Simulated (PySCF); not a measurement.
## tetrahydropyran: full NMR table

| Property | Result |
| --- | --- |
| Formula | C5H10O |
| SMILES | C1CCOCC1 |
| InChI | InChI=1S/C5H10O/c1-2-4-6-5-3-1/h1-5H2 |
| Point group of the computed structure | Cs |
| Degrees of unsaturation | 1 |
| Carbon signals | 3 |
| Proton signals | 3 |

Bonds (- single, = double, # triple, : aromatic): C1-C2, C2-C3, C3-O4, O4-C5, C5-C6, C6-C1. C1 carries H7, H8; C2 carries H9, H10; C3 carries H11, H12; C5 carries H13, H14; C6 carries H15, H16.

Equivalent nuclei averaged, one computed conformer, non-relativistic Hamiltonian, no solvent model. NMR shieldings at PBE0/pcSseg-1/GIAO; coordinates at the GFN2-xTB level; PySCF.

Scale: 1H (σref 31.72) and 13C (σref 186.93) vs TMS; 17O (σref 336.08) vs H2O (reference shieldings calculated alike).

| carbon | δC, type | δH (multiplicity) | HMBC from (2–3 bonds) | span of the C tensor (ppm) |
| --- | --- | --- | --- | --- |
| C1 | 27.6, CH2 | 1.58 (m) | H11/H12/H13/H14, H9/H10/H15/H16 | 14 |
| C2/C6 | 30.5, CH2 | 1.43 (m) | H11/H12/H13/H14, H7/H8, H9/H10/H15/H16 | 18 |
| C3/C5 | 72.2, CH2 | 3.76 (m) | H11/H12/H13/H14, H7/H8, H9/H10/H15/H16 | 61 |

Other nuclei:
| atoms | nucleus | environment | δ (ppm) | σ (ppm) |
| --- | --- | --- | --- | --- |
| O4 | 17O | ether oxygen | 52.8 | 283.3 |

Carbon types of the structure: 5 × CH2, which accounts for all hydrogens. δC 72.2: sp3 CH2 bonded to O; deshielded by the electronegative neighbour. δC 30.5, 27.6: sp3 CH2 in a ring; a saturated carbon with 2 carbon neighbours and no heteroatom attached. δH 3.76: hydrogen on an sp3 CH2 bonded to O; its carbon carries O, hence the downfield position. δH 1.58, 1.43: hydrogen on an sp3 CH2 in a ring.

Shifts are as computed. Against solution values, carbons near 30 ppm lie about +3 ppm off and those near 130 ppm about +5 ppm. Of 1211 compounds with measured shifts, 218 miss one by over three times the rms of a fit or turn the order of signals round; such compounds aren't used in these exercises. Experimental scales use liquid or dissolved standards, which lie at an offset from isolated H2O (liquid H2O: subtract about 36 ppm). No couplings were computed; multiplicities are counted from neighbouring protons, with m where these are inequivalent, close in shift, in a saturated or five-membered ring or joined by F or P, and br s for small geminal =CH2 splittings.
